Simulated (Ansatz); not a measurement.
# CH6AlSi− (SMILES [CH2-][AlH][SiH3]): single points off equilibrium

The task here is to estimate one member of a computed series from the others.

Computed with Ansatz 0.2.0, Gaussian basis. Level: single points in def2-TZVPPD.

Cores are frozen in the correlated methods. B3LYP uses VWN-RPA correlation.

**Starting geometry**

SMILES `[CH2-][AlH][SiH3]`, 9 atoms, charge -1, spin multiplicity 1.

Atoms are counted from 1 here; the program's logs count them from 0.

Bond lengths: C1–Al2 2.014 Å, C1–H4 0.997 Å, C1–H5 1.104 Å, Al2–Si3 2.585 Å, Al2–H6 1.530 Å, Si3–H7 1.717 Å, Si3–H8 1.500 Å, Si3–H9 1.383 Å. Angles: Al2–C1–H4 104.7°, Al2–C1–H5 105.8°, H4–C1–H5 99.6°, C1–Al2–Si3 126.8°, C1–Al2–H6 130.9°, Si3–Al2–H6 101.7°, Al2–Si3–H7 115.8°, Al2–Si3–H8 101.5°, Al2–Si3–H9 117.6°, H7–Si3–H8 95.4°, H7–Si3–H9 99.5°, H8–Si3–H9 125.5°.

As a file:

```
C    -1.20370    0.94190   -1.82860
Al    0.10040    0.86950   -0.29530
Si    0.74820   -1.21580    1.08760
H    -2.07080    0.64220   -1.43780
H    -1.43020    2.01190   -1.98140
H     0.78800    1.98870    0.48890
H     2.42050   -1.39350    1.43410
H     0.70520   -2.29250    0.04440
H     0.23820   -1.31750    2.36860
```

Set-up of the first run:

File run/in.yaml:

```yaml
crystal:
  periodic: [false, false, false]
  atoms:
    - {symbol: C, position_ang: [-1.203700, 0.941900, -1.828600]}
    - {symbol: Al, position_ang: [0.100400, 0.869500, -0.295300]}
    - {symbol: Si, position_ang: [0.748200, -1.215800, 1.087600]}
    - {symbol: H, position_ang: [-2.070800, 0.642200, -1.437800]}
    - {symbol: H, position_ang: [-1.430200, 2.011900, -1.981400]}
    - {symbol: H, position_ang: [0.788000, 1.988700, 0.488900]}
    - {symbol: H, position_ang: [2.420500, -1.393500, 1.434100]}
    - {symbol: H, position_ang: [0.705200, -2.292500, 0.044400]}
    - {symbol: H, position_ang: [0.238200, -1.317500, 2.368600]}
basis:
  gaussian: {orbitals: "def2-TZVPPD.json"}
total_charge: -1
correlation: {method: ccsd_t}
```

The basis file named in the input lies beside it (Basis Set Exchange, JSON).

The run is started by

```console
ansatz run in.yaml --threads 8 --pin off --events-out ev --progress --plain --max-ram 10444MiB
```

Among the steps run: CCSD(T)/def2-TZVPPD; PBE0-D4/def2-TZVPPD; wB97M-V/def2-TZVPPD; r2SCAN-D4/def2-TZVPPD; PBE-D4/def2-TZVPPD; CAM-B3LYP-D4/def2-TZVPPD; B3LYP-D4/def2-TZVPPD.

One of the session's tables, all rows but one given; the rest of the session is left out.

```
      method  RMS force component (eV/Å)
     PBE0-D4                           ?
     wB97M-V                       1.815
   r2SCAN-D4                       1.814
      PBE-D4                       1.820
CAM-B3LYP-D4                       1.810
    B3LYP-D4                       1.770
```

**Question.** Estimate the row for PBE0-D4.

**Answer.** RMS force component (eV/Å): 1.831. In the column «RMS force component (eV/Å)» it is the highest.
